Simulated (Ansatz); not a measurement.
A calculation with Ansatz (development build ahead of 0.2.0).

```yaml
crystal:
  periodic: [false, false, false]
  atoms:
    - { symbol: O, position_ang: [0.0, 0.21383, -1.41753] }
    - { symbol: S, position_ang: [0.0, -0.42766, 0.0] }
    - { symbol: O, position_ang: [0.0, 0.21383, 1.41753] }
basis:
  gaussian: { orbitals: def2-SVP }
total_charge: 1
magnetization:
  initial_magnetization: 1
hamiltonian:
  xc: hf
correlation:
  method: mp2
  frozen_orbitals: { O: 1, S: 5 }
```

The input is written out in the form of the current development build from the run's settings. Correlation on restricted open-shell orbitals is semicanonical, with singles.

Results

```yaml
Converged: yes
Reference_energy: -546.45340 hartree
Correlation_energy: -0.51520 hartree
Total_energy: -546.96860 hartree
Spin_squared_of_the_determinant: 0.750
Stability_test: minimum among restricted orbitals
```

Messages of the program:
```
mean field -14869.75441953 eV, -546.4533958361 hartree, gradient 2.2e-6 eV, S^2 0.750000; 14 other ends of a descent, 0 dependent functions left out
with unlike orbitals of the spins -14870.81524703 eV, -546.4923805277 hartree, S^2 1.3287
```

Caution: an unrestricted determinant lies well below; MP2 on this radical cation hangs on the determinant chosen; the determinant may break the point group.
